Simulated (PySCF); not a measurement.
## Broadened absorption spectrum of C5H10

Species: C5H10.
SMILES: `C=CC(C)C`

Computed with TDDFT CAM-B3LYP/def2-SVPD, vertical, gas phase, core orbitals frozen in the response in PySCF 2.14.0, density-fitted response routines. Geometry: GFN2-xTB, one conformer, isolated molecule. Torsions of this conformer, `[CH2:1]=[CH:2][CH:3]([CH3:4])[CH3:5]`: C1–C2–C3–C4 -119°.

Each state is given a Gaussian of 0.3 eV full width at half maximum, with ε(max) = 2.175×10⁸ f / Δν̃ (Δν̃ the width in cm⁻¹). The width is an assumption, not a result. The curve ends short of the highest state used, and states not computed would add to its high-energy end.

(λ (nm), ε (L mol⁻¹ cm⁻¹)): (146.0, 236), (147.4, 71), (148.8, 38), (150.3, 81), (151.7, 157), (153.1, 225), (154.5, 271), (155.9, 493), (157.3, 1682), (158.8, 6041), (160.2, 15076), (161.6, 28248), (163.0, 40320), (164.4, 44726), (165.8, 39482), (167.3, 27685), (168.7, 16715), (170.1, 8792), (171.5, 4101), (172.9, 1700), (174.4, 575), (175.8, 181), (177.2, 49), (178.6, 12)

(1) Where are the band maxima, and which computed states make them?

(2) Coming from long wavelengths, where does ε first pass 100 L mol⁻¹ cm⁻¹?

(3) Does any computed singlet lie in the visible range?

## Answers

(1) 164 nm (7.55 eV), ε about 45000, made up of S2 (94%) (ε in L mol⁻¹ cm⁻¹; maxima over ε = 5, shares over 10%). At its high-energy end, 8.49 eV, the curve is still rising (ε about 230, from S6). The states used: S1 7.39 eV (f 0.063); S2 7.56 eV (f 0.469); S3 7.80 eV (f 0.0000); S4 8.05 eV (f 0.0024); S5 8.14 eV (f 0.0003); S6 8.71 eV (f 0.010); S7 8.83 eV (f 0.0050); S8 9.09 eV (f 0.028).

(2) At about 176 nm (7.03 eV), 0.37 eV below S1.

(3) No computed singlet lies in the visible range (380 to 750 nm); the lowest, at 168 nm, stands 4.13 eV above its violet end (3.26 eV).
